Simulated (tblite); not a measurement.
C5H5 (doublet state).
SMILES: `C([CH2])#CC=C`

Level: GFN2-xTB in tblite, geometry and Hessian alike; calculated harmonic values, unscaled, isolated species. The method is semi-empirical: single wavenumbers can be off by several per cent or more. Open shells enter through the occupations alone, without spin polarisation, and single modes of such species can be off by tens of per cent.

Harmonic wavenumbers (cm⁻¹): 135.6, 173.9, 262.9, 288.0, 385.7, 481.0, 598.3, 726.1, 808.2, 826.7, 951.4, 962.8, 1038.4, 1264.6, 1324.8, 1379.1, 1471.5, 1568.2, 2137.0, 3018.8, 3090.6, 3110.5, 3111.2, 3143.1.

A = 37691, B = 2325, C = 2190 MHz; mass 65.039 u (most abundant isotopes); point group Cs, symmetry number 1; spin multiplicity 2.

Problem. Zero-point energy?

Solution. ½Σν̃ = 16129 cm⁻¹ = 192.95 kJ/mol.

Problem. Entropy at 400 K, 1 bar (ideal gas, RRHO, classical rotation)?

Solution. Translation 167.03, rotation 107.97, vibration 69.65, spin (R ln 2) 5.76: S = 350.4 J/(mol K).

Problem. And Cp and H(400 K) − H(0)?

Solution. Cp = 114.47 J/(mol K), of which vibrations give 81.21 (their classical limit is 24 R = 199.5); H(400 K) − H(0) = 29.31 kJ/mol without the zero-point energy, 16.01 from vibrations.

Problem. Which modes carry the vibrational entropy at 400 K?

Solution. 135.6 cm⁻¹: 14.37; 173.9 cm⁻¹: 12.35; 262.9 cm⁻¹: 9.08; 288.0 cm⁻¹: 8.38; 385.7 cm⁻¹: 6.23; 481.0 cm⁻¹: 4.72 J/(mol K); the other 18 give 14.52 together.

Problem. What must be added to the electronic energy to get the Gibbs energy at 400 K and 1 bar?

Solution. ZPE + [H(400 K) − H(0)] − T·S = 192.95 + 29.31 − 140.17 = 82.09 kJ/mol.

Hindered rotation and anharmonicity are outside this model.
